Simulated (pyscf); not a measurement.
O=V(F)(F)–F + hydrogen (H₂) -> O=VH(F)–F + hydrogen fluoride (HF), a four-centre exchange (singlet surface; F–V, H–H broken, H–V, F–H formed). Single points on ωB97X-D3(BJ)/def2-SVP structures (PySCF, gas phase). Energies in eV from the separated reactants.

Small-basis levels: PySCF, no dispersion term, spherical d functions. Cost: rough CPU time at the saddle relative to B3LYP/6-31G*+LANL2DZ, from one job on a shared machine.

| level | barrier | reaction energy | cost |
|---|---|---|---|
| HF/3-21G | 2.39 | +1.82 | 0.10 |
| MP2/6-31G*+LANL2DZ | 2.38 | +2.56 | 0.1 |
| BP86/6-31G*+LANL2DZ | 1.95 | +2.15 | 2 |
| PBE/6-31G*+LANL2DZ | 1.90 | +2.20 | 2 |
| B3LYP/LANL2DZ | 1.99 | +1.66 | 1.0 |
| B3LYP/6-31G*+LANL2DZ | 2.12 | +2.04 | 1 |
| PBE/def2-SVP | 1.40 | +1.74 | 2 |
| ωB97M-D3(BJ)/def2-TZVP | 1.61 | +1.21 | – |

Against the last row the barrier runs from -0.22 (PBE/def2-SVP) to +0.78 eV (HF/3-21G). At MP2/6-31G*+LANL2DZ, BP86/6-31G*+LANL2DZ, PBE/6-31G*+LANL2DZ, PBE/def2-SVP this geometry lies under one side, so the entry may be no barrier of that level: it is a single point on another level's saddle. ωB97M-D3(BJ)/def2-TZVP has limits of its own. At the saddle there is also a short H–V contact that neither side keeps. One saddle was located; it need not be the lowest between these sides.
